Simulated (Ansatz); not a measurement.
We consider SbSI (Pnma, No. 62), described by HSE06 (Ansatz, an electronic-structure program, PAW).

Numerical settings: plane-wave cutoff 460 eV, 4×6×2 k mesh (along the axes of the cell as run), Fermi–Dirac smearing 0.01 eV, scalar-relativistic PAW data made under PBE.

Computed at the level's own relaxed cell.

Estimate the band gap, smallest direct gap on the k points sampled and Γ–Γ gap that the calculation returns.


- band gap: 2.36 eV
- smallest direct gap on the k points sampled: 2.58 eV
- Γ–Γ gap: 2.65 eV

Measured, for comparison: band gap 1.88 eV (temperature not stated, not corrected to a static lattice, indirect; as tabulated in Butler et al. (2014), arXiv:1412.6929).

Note: the cell comes from a level without a dispersion term, which matters for the spacing of layers, chains or molecules; the volume lies 11 % above that of the published cell.

Spin–orbit coupling is not included.

Computed values are for the static lattice.
